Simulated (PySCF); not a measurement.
# Bond length, frequency and bond energy of NaF by level of theory

State: ¹Σ⁺ (singlet), closed shell. Set-up: basis Na 3-21G, F 3-21G; no relativity; PySCF 2.14. De refers to Na + F in their high-spin ground configurations, without counterpoise correction. A positive dipole means Na(−)F(+).

```json
{"Level": "RHF", "Re (Å)": "1.863", "ωe (cm⁻¹)": "608", "De (eV)": "1.81", "μ (D)": "-7.54"}
{"Level": "RHF-MP2", "Re (Å)": "1.881", "ωe (cm⁻¹)": "580", "De (eV)": "3.15", "μ (D)": "n/a"}
{"Level": "RHF-SCS-MP2", "Re (Å)": "1.880", "ωe (cm⁻¹)": "581", "De (eV)": "3.06", "μ (D)": "n/a"}
{"Level": "RHF-CCSD", "Re (Å)": "1.879", "ωe (cm⁻¹)": "583", "De (eV)": "2.99", "μ (D)": "n/a"}
{"Level": "RHF-CCSD(T)", "Re (Å)": "1.884", "ωe (cm⁻¹)": "572", "De (eV)": "3.07", "μ (D)": "n/a"}
{"Level": "PBE", "Re (Å)": "1.898", "ωe (cm⁻¹)": "534", "De (eV)": "4.15", "μ (D)": "-5.39"}
{"Level": "PBEsol", "Re (Å)": "1.883", "ωe (cm⁻¹)": "545", "De (eV)": "4.32", "μ (D)": "-5.43"}
{"Level": "TPSS", "Re (Å)": "1.896", "ωe (cm⁻¹)": "536", "De (eV)": "4.02", "μ (D)": "-5.62"}
{"Level": "r²SCAN", "Re (Å)": "1.886", "ωe (cm⁻¹)": "565", "De (eV)": "3.96", "μ (D)": "-6.06"}
{"Level": "PBE0", "Re (Å)": "1.874", "ωe (cm⁻¹)": "570", "De (eV)": "3.65", "μ (D)": "-6.24"}
{"Level": "BHandHLYP", "Re (Å)": "1.855", "ωe (cm⁻¹)": "603", "De (eV)": "3.32", "μ (D)": "-6.68"}
```

Task: Which functional lies closest to RHF-CCSD(T) in De, which farthest, and by how much do they differ from it?

Result: Closest is BHandHLYP (-2.9 pm in Re, +5.4 % in ωe, +0.25 eV in De against RHF-CCSD(T) in the same basis), farthest PBEsol (-0.1 pm in Re, -4.7 % in ωe, +1.25 eV in De). CCSD(T) converges more slowly with the basis than the functionals do and binds too weakly in this one, so the order can change at the basis-set limit.

Task: What does a quarter of exact exchange do here, going from PBE to PBE0?

Result: PBE0 less PBE: -2.4 pm in Re, +6.7 % in ωe, -0.50 eV in De. Exact exchange removes part of the self-interaction that spreads semilocal densities, and in most molecules shortens and stiffens the bond and lowers De; so it does here.

Task: What does the step from GGA to meta-GGA do here, going from PBE to r²SCAN?

Result: r²SCAN less PBE: -1.2 pm in Re, +5.8 % in ωe, -0.19 eV in De. 

Correlated steps freeze 2 core orbitals. Where the molecule has an RHF reference, its open-shell atoms are computed with UHF. The CCSD T1 diagnostic is raised, a sign that a single reference may not be enough here. 3-21G is very small, so such numbers show the basis as much as the molecule.

The whole job (state search and all levels along the bond) took about 0.4 min on 1 thread of Arm Neoverse V1 (shared host), peak memory 0.31 GiB.
